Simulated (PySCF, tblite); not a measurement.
# Complex of aluminium trichloride and dimethyl ether

A gas-phase complex of aluminium trichloride and dimethyl ether; neutral, singlet. The structure comes from a short search (6 tight-binding starts) and was relaxed by PBE0-D3(BJ)/def2-SVPD; another way of binding may lie lower. No frequency run checks that it is a minimum.

Parts: 1 = aluminium trichloride ([Cl][Al]([Cl])[Cl]), atoms 1–4; 2 = dimethyl ether (COC), atoms 5–13.

```xyz
13

Cl    0.165    1.164    1.751
Al   -0.110    1.225   -0.353
Cl   -1.850    0.275   -1.114
Cl    1.658    0.989   -1.520
C     0.362    4.071   -0.064
O    -0.478    3.086   -0.681
C    -0.905    3.456   -2.000
H    -0.193    5.016   -0.013
H     1.282    4.190   -0.652
H     0.595    3.710    0.942
H    -1.570    2.664   -2.356
H    -1.445    4.408   -1.935
H    -0.029    3.545   -2.657
```
Atom numbers follow the order of the file, from 1.

```tsv
contact	kind (by geometry)	distance (Å)	angle (°)
Al2···O6	bond	1.926	-
H10···Cl1	C–H hydrogen bond	2.706	123
H11···Cl3	C–H hydrogen bond	2.708	124
```

The parts are joined by the bond Al2–O6, so these are energies of forming such bonds; deforming the relaxed parts to their shape in the adduct costs 8.5 kcal/mol, which the interaction energies leave out.

Interaction energies are complex less parts, with the parts frozen as they stand in it; counterpoise-corrected, in kcal/mol (PySCF).

Q: Give the interaction energy at each level run.

A: 
| level | interaction | superposition error removed |
| --- | --- | --- |
| wB97M-D3(BJ)/def2-SVPD | -43.35 | -3.05 |
| PBE0-D3(BJ)/def2-SVPD | -42.93 | -3.14 |

Q: What holds them together? Decompose the wB97M-D3(BJ)/def2-SVPD energy: frozen parts, their antisymmetrised product, then relaxation.

A: electrostatic -66.7, Pauli repulsion +66.4, orbital relaxation -41.6, dispersion correction -4.5 kcal/mol, which sum to the value before the counterpoise correction; the Pauli term holds the exchange-correlation of the frozen density too. Of the attraction, 59 % is electrostatic, 37 % is orbital relaxation, 4 % is dispersion correction.

The parts were also relaxed and run alone, at the levels used for the complex: shieldings by PBE0/pcSseg-1; core levels by delta-SCF with SCAN, pcX-2 on the ionised atom and pcseg-1 elsewhere, spin-free X2C (2p3/2 is the spin-free 2p value less a third of a first-order spin-orbit splitting).

Q: What does binding change?

A: 
| property | alone | in the complex | change |
| --- | --- | --- | --- |
| C5–H10 bond (Å) | 1.097 | 1.094 | -0.003 |
| shielding of Al2 (ppm) | 413.3 | 455.7 | +42.4 |
| shielding of O6 (ppm) | 333.9 | 314.2 | -19.7 |
| shielding of H10 (ppm) | 27.66 | 26.65 | -1.01 |
| shielding of Cl1 (ppm) | 907.3 | 957.4 | +50.1 |
| Al2 2p3/2 core level (eV) | 83.03 | 81.84 | -1.19 |
| C5 1s core level (eV) | 292.25 | 293.80 | +1.55 |
| O6 1s core level (eV) | 538.54 | 541.29 | +2.75 |
